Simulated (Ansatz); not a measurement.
# [GeH₃···H···OH], doublet along the distance Ge1-H5

Starting geometry:

```xyz
7

Ge   -0.5909    0.0101    0.0000
H    -1.1024    1.4567    0.0000
H    -1.1024   -0.7132    1.2528
H    -1.1024   -0.7132   -1.2528
H     0.9434    0.0101    0.0000
O     2.6491    0.0101    0.0000
H     2.9009   -0.9298    0.0000
```

From there H5 is moved from one fragment to the other while all else, the fragments' distance too, stays fixed, so the hump isn't the reaction's barrier; atoms are numbered as listed. Energies are in kJ/mol, counted from the starting geometry at the same level. Kohn–Sham curves are unrestricted where that lies lower.

Basis cc-pVDZ; Ansatz 0.2.0. Only valence electrons are correlated (noble-gas cores and the filled d shells of p-block atoms frozen). Prefix R: restricted or restricted open-shell reference; prefix U: unrestricted. No spin–orbit coupling is included, and no scalar relativity.

In so small a basis the reference is far from its limit while semilocal and hybrid functionals are nearer theirs (RPA and double hybrids share much of the reference's basis error), so the functionals' errors here hold much of the reference's basis and frozen-core error, which can add to them or hide them.

Full CI isn't at hand for all of this; UCCSDT(Q) serves as the reference, and is uncertain by about the last step of the cluster series.

```
distance Ge1-H5 (Å)  UCCSDT(Q)     PBE  r2SCAN    PBE0   B3LYP  r2SCAN0  wB97M-V  B2PLYP  RPA-PBE
              1.534        0.0     0.0     0.0     0.0     0.0      0.0      0.0     0.0      0.0
              1.637        3.8    -9.3    -3.6    -2.1    -3.1      1.5      1.1     1.0      0.3
              1.841        6.7   -26.8   -12.4    -7.4    -9.1      2.1     -1.5    -0.4     -1.0
              2.046      -52.4   -74.9   -62.7   -58.9   -57.5    -50.5    -60.4   -57.1    -50.5
              2.250     -120.2  -118.9  -115.5  -117.3  -111.5   -113.9   -124.0  -119.1   -109.8
```
